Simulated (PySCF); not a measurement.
SiH4, SMILES [SiH4]. Atoms are numbered in the order given.

```xyz
5

Si     0.0000     0.0000     0.0000
H      0.8559    -0.8559    -0.8559
H     -0.8559    -0.8559     0.8559
H     -0.8559     0.8559    -0.8559
H      0.8559     0.8559     0.8559
```
Charge 0, spin multiplicity 1.

Coordinates come from a ωB97X-D3(BJ)/def2-TZVPD optimisation. The isomer is the one that the SMILES or the coordinates give; other isomers of the formula were not compared.

Two levels are set side by side: PBE/pcJ-1 (PySCF) and B3LYP/pcJ-1 (PySCF). One-bond couplings, all four terms, same geometry. Isotopes: 1H, 29Si. Differences are taken from unrounded values.

```tsv
quantity	B3LYP	PBE	PBE minus B3LYP
¹J(Si1,H2) (Hz)	-215.3	-192.7	22.5
¹J(Si1,H3) (Hz)	-215.3	-192.7	22.5
¹J(Si1,H4) (Hz)	-215.3	-192.7	22.5
¹J(Si1,H5) (Hz)	-215.3	-192.7	22.5
```

Rough cost on one machine, each run with all the roots and properties that it gave: B3LYP against PBE within a factor of 2.
